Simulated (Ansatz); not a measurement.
Cartesian coordinates in Å:
```
O -0.784 0.182 -1.242
Si -0.069 -0.947 -0.288
O 0.544 0.048 0.895
H -0.719 1.103 -0.967
H 1.028 -0.386 1.602
```

Total charge 0; spin multiplicity 1.

Question: List the CAM-B3LYP/def2-TZVPP orbital energies in eV (the Gaussian-basis code of Ansatz). (An estimate is asked.)

Answer: Computed: Occupied: -1801.69, -522.82, -522.66, -146.05, -101.45, -101.37, -101.27, -30.12, -29.36, -17.44, -16.26, -13.02, -12.22, -11.99, -11.05, -8.45. Lowest empty: 0.00, 1.37, 1.88, 3.30, 3.62, 6.31, 6.47, 7.52.
